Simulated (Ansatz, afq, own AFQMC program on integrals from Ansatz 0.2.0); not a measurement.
Where AFQMC and coupled cluster stand for AlH2⁻, singlet

```yaml
atoms:
  - { symbol: Al, position_ang: [0.0000, -0.0810, 0.0000] }
  - { symbol: H, position_ang: [0.0000, 1.0848, -1.2329] }
  - { symbol: H, position_ang: [0.0000, 1.0848, 1.2329] }
```

Basis 6-31++G**. Noble-gas cores (and the filled d shells of Ga–Kr and In–Xe) are frozen. Ansatz 0.2.0 and our own AFQMC program on the same integrals; the CISD trial comes from CCSD amplitudes, and released means the phaseless constraint is let go. Free AFQMC starts from the CCSD state and is never constrained. Its projection time is finite, and what remains of the start isn't in its error. Error bars are statistical, one sigma.

Determinant: RHF, the one that the program's search chose, which needn't be the lowest solution. The geometry is a PBE0/def2-TZVPD stationary point of this or a neighbouring charge and spin state.

Full CI on the same integrals is exact in this basis and with this determinant's frozen core.

Cautions: restricted determinant unstable towards unrestricted (UHF 53 meV lower, ⟨S²⟩ 0.35).

The T1 diagnostic is 0.0167, the weight of the determinant in the CISD state is 0.913 and the size of the correlated space is 6 electrons in 30 orbitals.

```
  level  correlation energy (eV)
    MP2                  -1.9147
   CCSD                  -2.5231
CCSD(T)                  -2.5726
```

Question: Estimate where full CI lies against CCSD(T) on the same integrals.

Answer: 0.39 kcal/mol below CCSD(T).

Reference: full CI, correlation energy -2.590 eV. The released energy is read at 2.40 1/Eh (meV from the phaseless value at times in 1/Eh: 2 ± 5 at 0.24, 2 ± 3 at 0.51, 1 ± 3 at 0.99, 1 ± 5 at 1.62, 1 ± 4 at 2.40).

| level | E − E(reference) (kcal/mol) | share of correlation (%) |
| --- | --- | --- |
| CCSD(T) | 0.39 | 99.35 |
| CCSDT | 0.06 | 99.91 |
| CCSDT(Q) | 0.01 | 99.98 |
| CCSDTQ | 0.00 | 100.00 |
| ph-AFQMC/HF | 0.23 ± 0.50 | 99.61 |
| ph-AFQMC/CISD | 0.06 ± 0.07 | 99.90 |
| released AFQMC | 0.08 ± 0.09 | 99.87 |
| free AFQMC | 0.02 ± 0.08 | 99.96 |

CCSDT and higher add their correlation energy to the determinant of the CCSD(T) run, since their own runs factorise the integrals more tightly (a shift of under 2 meV). Free projections are given only where their last times agree within the noise and don't stop above the reference; a slow remainder of the start can still hide under it. A walk keeps the symmetry of its determinant, which the program's search chose and which needn't be the lowest solution, so a lower state of the same spin and another symmetry isn't excluded. Released energies are given only where the last usable release times agree within the noise; a slower fall can still hide under it.
